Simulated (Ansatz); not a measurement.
# Si₂H₂ (triplet): from Hartree-Fock to the top rungs, def2-QZVPP

An exercise on one series of results from a longer session: the logs are not shown, and one member is left open.

The runs use Ansatz 0.2.0, Gaussian basis; def2-QZVPP, core rule «outside noble gas», up to 10 orbitals frozen.

To be run: UHF; ROHF; CCSD(T) on UHF.

2 further runs of the same task are left out: 2 set aside as unsound or not needed.

### The system

The geometry is a PBE0/def2-TZVP stationary point (not a proven minimum).

4 atoms, charge 0, spin multiplicity 3.

Atoms are counted from 1 here; the program's logs count them from 0.

Bond lengths: Si1–Si2 2.273 Å, Si1–H3 1.514 Å, Si2–H4 1.514 Å. Angles: Si2–Si1–H3 104.6°, Si1–Si2–H4 104.6°.

The first run:

in.yaml

```yaml
crystal:
  periodic: [false, false, false]
  atoms:
    - {symbol: Si, position_ang: [0.000000, -0.135595, 1.128508]}
    - {symbol: Si, position_ang: [0.000000, 0.135595, -1.128508]}
    - {symbol: H, position_ang: [0.000000, 1.273421, 1.682307]}
    - {symbol: H, position_ang: [0.000000, -1.273421, -1.682307]}
basis:
  gaussian: {orbitals: "def2-QZVPP.json"}
magnetization: {spin_polarized: true, initial_magnetization: 2}
hamiltonian: {xc: hf}
output: {orbitals: {seedname: orbitals}}
```

Run with:

```bash
ansatz run in.yaml --threads 1 --pin off --events-out ev --progress --plain --max-ram 3968MiB --backend cpu
```

Among the steps run: UHF; ROHF; CCSD(T) on UHF.

One of the session's tables, all rows but one given; the rest of the session is left out.

| method | from UCCSD(T) (meV) |
| --- | --- |
| ROHF | ? |
| UHF | +6947.7 |
| UMP2 | +1341.9 |
| UCCSD | +368.9 |
| UCCSD(T) | 0 |

Q: Estimate the row for ROHF from the others.

The run gave: from UCCSD(T) (meV): +7167.6. In the column «from UCCSD(T) (meV)» it is the highest.
